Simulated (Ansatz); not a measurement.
A nudged elastic band was laid between two geometries of C₂H₅NOS (10 atoms, charge 0, multiplicity 1).

Level of theory: Ansatz 0.2.0, RKS r2SCAN/def2-SVP.

```yaml
movable_images: 7
climbing_image: yes
spring: 5.0 eV/Å²
optimiser: quadratic models (default)
start_path: through a guess of the saddle point
force_threshold: 0.05 eV/Å
iteration_limit: 60
end_points: relaxed
```

Image 0:

```xyz
10
Properties=species:S:1:pos:R:3
N 1.084 1.497 0.551
C 1.539 0.316 0.544
S 0.750 -1.229 0.100
C -0.990 -0.666 -0.041
O -1.230 0.260 -1.057
H 0.124 1.551 0.189
H 2.583 0.126 0.850
H -1.573 -1.601 -0.145
H -1.271 -0.181 0.907
H -0.933 -0.124 -1.895
```

Image 8:

```xyz
10
Properties=species:S:1:pos:R:3
N 1.380 0.927 0.507
C 1.755 -0.341 0.500
S 0.570 -1.519 0.153
C -1.090 -0.680 -0.024
O -1.102 0.368 -0.957
H 0.457 1.282 0.230
H 2.085 1.632 0.707
H -1.811 -1.488 -0.259
H -1.364 -0.246 0.950
H -0.797 0.014 -1.805
```

**Question.** Which bonds break or form, and what moves?

**Answer.** Bonds broken: C2–H7. Bonds formed: N1–H7.

**Question.** Give the energies along the band, and the barrier.

**Answer.** It converged. The highest image is number 4 of 0 to 8, 74.0 kcal/mol above the first end and 48.4 kcal/mol above the last; the last end lies 25.6 kcal/mol above the first. Neighbouring images differ by up to 1.3 eV, so the band resolves the path poorly. A vibrational analysis at the climbing image gives one clearly imaginary mode, 1816i cm⁻¹: a first-order saddle point. The orbitals stay closed-shell, which can raise the energy where a bond breaks towards radicals; this wasn't checked here.

```tsv
image	path coordinate (Å)	energy (kcal/mol)	C2–H7 (Å)	N1–H7 (Å)
0	0.00	0.0	1.10	2.05
1	0.29	4.9	1.10	1.93
2	0.58	25.5	1.10	1.72
3	0.88	56.4	1.15	1.47
4	1.17	74.0	1.29	1.22
5	1.54	52.3	1.61	1.04
6	1.92	31.2	1.89	1.01
7	2.29	26.0	2.01	1.02
8	2.67	25.6	2.01	1.02
```

**Question.** What is the geometry of the highest image?

**Answer.** 
```xyz
10
Properties=species:S:1:pos:R:3
N 1.303 1.238 0.433
C 1.702 -0.024 0.319
S 0.682 -1.394 -0.013
C -1.022 -0.670 -0.060
O -1.212 0.291 -1.051
H 0.293 1.496 0.396
H 2.238 0.838 1.114
H -1.699 -1.543 -0.139
H -1.209 -0.177 0.909
H -0.993 -0.107 -1.905
```

Run time: 3.1 min on 2 threads of Intel(R) Xeon(R) 6975P-C (Granite Rapids), on a shared host, peak memory 0.17 GiB.
